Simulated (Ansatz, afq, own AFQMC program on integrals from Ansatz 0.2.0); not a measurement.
Integrals from Ansatz 0.2.0, then the random walk in our own AFQMC program (afq).

```yaml
crystal:
  periodic: [false, false, false]
  atoms:
    - {symbol: Ge, position_ang: [0.000000, 0.037172, 0.265322]}
    - {symbol: N, position_ang: [0.000000, -0.126308, -1.206628]}
    - {symbol: H, position_ang: [0.000001, -1.325601, 1.025568]}
    - {symbol: H, position_ang: [0.825986, 0.200957, -1.689486]}
    - {symbol: H, position_ang: [-0.825986, 0.200955, -1.689486]}
basis:
  gaussian: {orbitals: cc-pVDZ}
magnetization: {spin_polarized: true, initial_magnetization: 2}
correlation: {method: ccsd_t, electrons: outside_noble_gas, hamiltonian_folder: ham}
```

```sh
$ ansatz run in.yaml --threads 1 --pin off --events-out ev --progress --plain --max-ram 1382MiB
```

afq runs on the folder ham with

```
--method phaseless --trial cisd --walkers 60 --populations 1 --least-time 40 --time-step 0.005 --steps-per-block 50 --equilibration-blocks 28 --max-blocks 300 --target-error 0.00042 --factor-cut 1e-05 --start spin_pure --seed 7776 --release-times 0.24,0.51,0.99,1.62,2.4 --release-step 0.03 --release-every 4 --taylor-order 6
```

Times are imaginary, in 1/Eh. The walk had a cap of 1833 s. Filled inner d shells are frozen with the cores.

Log:

```
orbitals 41  electrons 7 5  factors 347 of 596
reference energy -2131.36514344 Eh
CCSD correlation -0.26114540 Eh in 11 cycles, weight of the determinant in the CISD state 0.8973
energy of the start -2131.626057 Eh
 block  time / (1/Eh)  mean weight  energy / Eh
     1     0.250  0.9994  -2131.622533
     2     0.500  1.0029  -2131.626154
     3     0.750  0.9979  -2131.633568
     4     1.000  1.0009  -2131.633045
     5     1.250  1.0026  -2131.633738
    10     2.500  0.9984  -2131.631809
    31     7.750  1.0017  -2131.638885
    56    14.000  0.9992  -2131.630195
    81    20.250  1.0008  -2131.631566
   106    26.500  1.0013  -2131.628990
   131    32.750  1.0023  -2131.634071
   151    37.750  1.0008  -2131.643433
   156    39.000  0.9996  -2131.633324
   181    45.250  0.9989  -2131.632454
   201    50.250  0.9993  -2131.626474
   206    51.500  1.0014  -2131.636394
   231    57.750  1.0018  -2131.634280
   236    59.000  1.0000  -2131.629732
blocks merged  error / Eh  count
     1  0.000302  210
     2  0.000336  105
     4  0.000380  52
     8  0.000413  26
    16  0.000526  13
released: time / (1/Eh)  energy / Eh  error  mean overlap
  0.24  -2131.633242  0.000533  1.0063
  0.51  -2131.632920  0.000461  1.0143
  0.99  -2131.633325  0.000456  1.0181
  1.62  -2131.633252  0.000456  1.0201
  2.40  -2131.633881  0.000706  1.0297
energy -2131.633407 +/- 0.000413 Eh
(rows thinned)
```

The run passed its tests (sampling time, drift between the halves within three errors, error under three times the target), which doesn't prove that it has relaxed. The second half of the sampling lies above the first by 1.9 errors of their difference, so the energy may still be moving and its error bar be too small.

Against this walk (error 11.2 meV) on the same determinant: CCSD(T) 22.4 meV higher (within the noise), CCSDT(Q) 8.2 meV lower (within the noise). The error is statistical and leaves out the bias of the constraint. Released to 2.40 1/Eh the energy moves by -13 ± 22 meV (both errors), within twice the noise.

Cautions: constraint bias not in the error; no relativity below Rb; no spin-orbit coupling; inner d shell frozen; lower spins were not checked.

The walk took 5.2 min on 1 thread of Intel(R) Xeon(R) 6975P-C (Granite Rapids) (shared host). The log's last line is the phaseless energy.

CCSDT and higher add their correlation energy to the determinant of the CCSD(T) run, since their own runs factorise the integrals more tightly (a shift of under 2 meV). A walk keeps the symmetry of its determinant, which the program's search chose and which needn't be the lowest solution, so a lower state of the same spin and another symmetry isn't excluded.
